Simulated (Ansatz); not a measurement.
**SiPH (singlet): from Hartree-Fock to the top rungs at a displaced geometry (v2), cc-pVTZ**

An exercise on one series of results from a longer session: the logs are not shown, and one member is left open.

Program: Ansatz 0.2.0, Gaussian basis. Level of theory: cc-pVTZ, core rule «outside noble gas», up to 10 orbitals frozen. These are calculated values, not measurements.

To be run: UHF; CCSD(T) on RHF; CCSD(T) on UHF; BCCD(T) on RHF; CCSDT(Q) on RHF; CASSCF and NEVPT2, 10 electrons in 9 orbitals.

7 further runs of the same task are left out: 2 that didn't finish, 5 set aside as unsound or not needed. Runs told in other sessions of the task aren't counted.

**The system**

The geometry is a PBE0/def2-TZVP stationary point (not a proven minimum) with its atoms shifted at random (size 0.100 Å).

3 atoms, charge 0, spin multiplicity 1.

Atoms are counted from 1 here; the program's logs count them from 0.

Bond lengths: Si1–P2 1.940 Å, Si1–H3 1.489 Å. Angles: P2–Si1–H3 171.7°.

Coordinates:

```
Si    0.08438    0.00522    0.14880
P    -0.08050    0.01360   -1.78401
H    -0.00388   -0.01883    1.63521
```

Set-up of the first run:

in.yaml reads:

```yaml
crystal:
  periodic: [false, false, false]
  atoms:
    - {symbol: Si, position_ang: [0.084376, 0.005225, 0.148798]}
    - {symbol: P, position_ang: [-0.080498, 0.013599, -1.784009]}
    - {symbol: H, position_ang: [-0.003878, -0.018825, 1.635211]}
basis:
  gaussian: {orbitals: cc-pVTZ}
magnetization: {spin_polarized: true, initial_magnetization: 0}
hamiltonian: {xc: hf}
output: {orbitals: {seedname: orbitals}}
```

Run with:

```bash
$ ansatz run in.yaml --threads 1 --pin off --events-out ev --progress --plain --max-ram 2393MiB
```

Steps of the session up to this table: UHF; CCSD(T) on RHF; CCSD(T) on UHF; BCCD(T) on RHF; CCSDT(Q) on RHF; CASSCF and NEVPT2, 10 electrons in 9 orbitals.

One table of the session follows, with a row left open; its other results are not shown here.

It belongs to the step «Misses and costs». 

| method | from RCCSDT(Q) (kcal/mol) |
| --- | --- |
| RHF | +189.96 |
| UHF | +186.27 |
| RMP2 | +27.18 |
| UMP2 | ? |
| RCCSD | +14.51 |
| UCCSD | +15.40 |
| RCCSD(T) | +1.88 |
| UCCSD(T) | +3.29 |
| BCCD(T) | +1.89 |
| RCCSDT | +1.37 |
| RCCSDT(Q) | 0 |
| CASSCF valence | +125.99 |
| NEVPT2 valence | +29.28 |

Q: Estimate the row for UMP2 from the others.

The run gave: from RCCSDT(Q) (kcal/mol): +44.06. In the column «from RCCSDT(Q) (kcal/mol)» it lies between NEVPT2 valence (+29.28) and CASSCF valence (+125.99).

Limits of these values: The determinant of HF (⟨S²⟩ 0.65) is far from a pure spin state, so its energy mixes those of several spin states; that is harmless only where they are near-degenerate. The determinant of CCSD(T) (⟨S²⟩ 0.65) is far from a pure spin state, so its energy mixes those of several spin states; high orders of coupled cluster remove much of that, low ones don't. Warnings: restricted reference is unstable; spin contamination; large T1 diagnostic. Restricted and unrestricted rows rest on different reference determinants; a gap between their highest levels can come from leftover correlation error, from unlike frozen cores or from another state.
